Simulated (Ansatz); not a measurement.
**CH₄B₂ (SMILES B=CB): one structure at several levels**

One table from this session's results is given with a row withheld; the runs are named, their logs left out.

The runs use Ansatz 0.2.0, Gaussian basis; single points in def2-TZVPP.

Cores are frozen in the correlated methods.

## The starting structure

SMILES `B=CB`, 7 atoms, charge 0, spin multiplicity 1.

Atoms are counted from 1 here; the program's logs count them from 0.

Bond lengths: B1–C2 1.391 Å, B1–H4 1.158 Å, C2–B3 1.525 Å, C2–H5 1.076 Å, B3–H6 1.201 Å, B3–H7 1.173 Å. Angles: C2–B1–H4 170.6°, B1–C2–B3 111.1°, B1–C2–H5 132.9°, B3–C2–H5 115.9°, C2–B3–H6 120.7°, C2–B3–H7 118.5°, H6–B3–H7 120.3°.

As a file:

```
atom    x (Å)    y (Å)    z (Å)
  B1  -1.3210  -0.0592  -0.4762
  C2   0.0525  -0.1384  -0.6830
  B3   0.8161   0.0633   0.6210
  H4  -2.4203   0.1251  -0.1636
  H5   0.6540  -0.2814  -1.5633
  H6   0.2296   0.2257   1.6564
  H7   1.9804  -0.0829   0.6163
```

Set-up of the first run:

Contents of run/in.yaml:

```yaml
crystal:
  periodic: [false, false, false]
  atoms:
    - {symbol: B, position_ang: [-1.321000, -0.059200, -0.476200]}
    - {symbol: C, position_ang: [0.052500, -0.138400, -0.683000]}
    - {symbol: B, position_ang: [0.816100, 0.063300, 0.621000]}
    - {symbol: H, position_ang: [-2.420300, 0.125100, -0.163600]}
    - {symbol: H, position_ang: [0.654000, -0.281400, -1.563300]}
    - {symbol: H, position_ang: [0.229600, 0.225700, 1.656400]}
    - {symbol: H, position_ang: [1.980400, -0.082900, 0.616300]}
basis:
  gaussian: {orbitals: def2-TZVPP}
correlation: {method: ccsd_t}
output: {forces: true}
```

No record of the launch command was kept for these runs.

Steps of the session up to this table: CCSD(T)/def2-TZVPP; PBE0-D4/def2-TZVPP; wB97M-V/def2-TZVPP; r2SCAN-D4/def2-TZVPP; PBE-D4/def2-TZVPP; CAM-B3LYP-D4/def2-TZVPP; BLYP-D4/def2-TZVPP.

One table of the session follows, with a row left open; its other results are not shown here.

```
      method  RMS force component (eV/Å)  angle to CCSD(T) forces (°)  dipole (D)
     CCSD(T)                       0.384                    reference        1.90
     PBE0-D4                       0.474                         19.5        1.97
     wB97M-V                       0.446                         22.4        2.03
   r2SCAN-D4                           ?                            ?           ?
      PBE-D4                       0.466                         16.9        1.88
CAM-B3LYP-D4                       0.486                         29.1        2.00
     BLYP-D4                       0.399                         13.6        1.89
```

**Question.** Estimate the row for r2SCAN-D4.

The run gave: RMS force component (eV/Å): 0.454; angle to CCSD(T) forces (°): 16.7; dipole (D): 1.92. In the column «RMS force component (eV/Å)» it lies between wB97M-V (0.446) and PBE-D4 (0.466).
